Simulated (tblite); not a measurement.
Scan of HO2, quartet: collinear O-H-O surface. Scanned: O-H distance and H-O distance.

Cartesian coordinates as functions of the variables (Å; names that start with a are angles):
```
O  0  0  -r1
H  0  0  0
O  0  0  r2
```

Level of theory: GFN2-xTB, 300 K electronic temperature in tblite 0.5.0.

Energy in kJ/mol above the lowest grid point; x is the O-H distance (Å), y the H-O distance (Å).

```
y \ x   0.82   0.89   0.97   1.05   1.13   1.23   1.34   1.46   1.60   1.79   2.04   2.38   2.81
-----  -----  -----  -----  -----  -----  -----  -----  -----  -----  -----  -----  -----  -----
2.81       —   95.2   79.3   90.3  115.4  157.0  208.7  267.1      —      —  500.5  581.0  634.3
2.38       —   90.4   73.8   83.8  108.0  148.3  198.3  254.8  318.4  395.1  474.5  542.9  581.0
2.04       —   85.4   66.7   74.6   96.4  133.3  179.5  231.3  288.8  356.5  422.7  474.5      —
1.79   132.8   78.5   60.6   65.6   83.2  114.8  154.6  199.1  248.0  304.1  356.5  395.1      —
1.60   118.6   64.2   45.5   51.4   69.7   96.5  128.2  164.1  203.5  248.0  288.8  318.4      —
1.46   107.2   51.6   31.0   34.7   50.3   77.0  105.9  133.5  164.1  199.1  231.3  254.8  267.1
1.34   100.5   42.3   18.7   19.1   31.3   53.6   80.7  105.9  128.2  154.6  179.5  198.3  208.7
1.23   100.9   38.7   10.7    6.7   14.5   31.6   53.6   77.0   96.5  114.8  133.3  148.3  157.0
1.13   111.0   43.0    9.1    0.0    3.0   14.5   31.3   50.3   69.7   83.2   96.4  108.0  115.4
1.05   130.9   56.0   15.8    1.4    0.0    6.7   19.1   34.7   51.4   65.6   74.6   83.8   90.3
0.97   170.2   85.7   36.8   15.8    9.1   10.7   18.7   31.0   45.5   60.6   66.7   73.8   79.3
0.89   244.5  146.4   85.7   56.0   43.0   38.7   42.3   51.6   64.2   78.5   85.4   90.4   95.2
0.82   358.7  244.5  170.2  130.9  111.0  100.9  100.5  107.2  118.6  132.8      —      —      —
```

Points that lie below all their neighbours on the grid (none is named beside a point without a result): x = 1.13, y = 1.05 (0.0 kJ/mol).

A dash means that the run gave no value there, or that the column was ended at a point which the program doubted or which failed a test of continuity chosen for this set; such a test can also cut sound points.
